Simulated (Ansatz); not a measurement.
All values below come from Ansatz (a first-principles code) with frozen-core CCSD(T)/cc-pVTZ // PBE0-D3(BJ)/def2-SVP.

Ansatz 0.2 input:
```yaml
crystal:
  periodic: [false, false, false]
  atoms:
    - { symbol: C, position_ang: [-0.339863, -0.02845, 0.03647] }
    - { symbol: O, position_ang: [0.90853, -0.279852, -0.538553] }
    - { symbol: H, position_ang: [-0.406364, -0.344374, 1.096495] }
    - { symbol: H, position_ang: [-1.089324, -0.607689, -0.523191] }
    - { symbol: H, position_ang: [-0.641513, 1.036424, -0.017711] }
    - { symbol: H, position_ang: [1.568534, 0.22394, -0.053511] }
basis:
  gaussian: { orbitals: cc-pVTZ }
correlation:
  method: ccsd_t
```

Output:

```
Functional definition: HF
661 factors; integrals over basis functions are off by at most 9.7e-4 eV
mean field evaluation 1: about -3130.0721 eV, gradient 2.9e1 eV
mean field evaluation 2: about -3130.0728 eV, gradient 2.9e1 eV
mean field evaluation 4: about -3131.7014 eV, gradient 2.6e0 eV
mean field evaluation 8: about -3131.7202 eV, gradient 8.7e-5 eV
mean field evaluation 16: about -3131.7192 eV, gradient 5.3e-1 eV
mean field -3131.72015953 eV, -115.0885931065 hartree, gradient 2.2e-6 eV, S^2 0.000000; 0 other end points of the search recorded, 0 dependent functions left out
2 core orbitals not correlated
reference -3131.72015953 eV, -115.0885931065 hartree; 7, 7 occupied and 107, 107 virtual orbitals, 661 factors
second order -11.65104444 eV of doubles, -0.00000000 eV of singles
cycle   1  -11.85300060 eV  change   -2.0e-1 eV  update   6.0e-2
cycle   2  -12.11675971 eV  change   -2.6e-1 eV  update   1.7e-2
cycle   3  -12.16122164 eV  change   -4.4e-2 eV  update   6.9e-3
cycle   4  -12.15820832 eV  change    3.0e-3 eV  update   1.4e-3
cycle   5  -12.15880906 eV  change   -6.0e-4 eV  update   5.2e-4
cycle   6  -12.15902461 eV  change   -2.2e-4 eV  update   1.5e-4
cycle   7  -12.15895617 eV  change    6.8e-5 eV  update   5.5e-5
cycle   8  -12.15895549 eV  change    6.8e-7 eV  update   2.0e-5
cycle   9  -12.15895627 eV  change   -7.8e-7 eV  update   5.6e-6
perturbative correction -0.40166177 eV, -0.0147607978 hartree
Total energy: -3144.28077757 eV, -115.5501873056 hartree
```

Cost: around 8 core-seconds (rough).
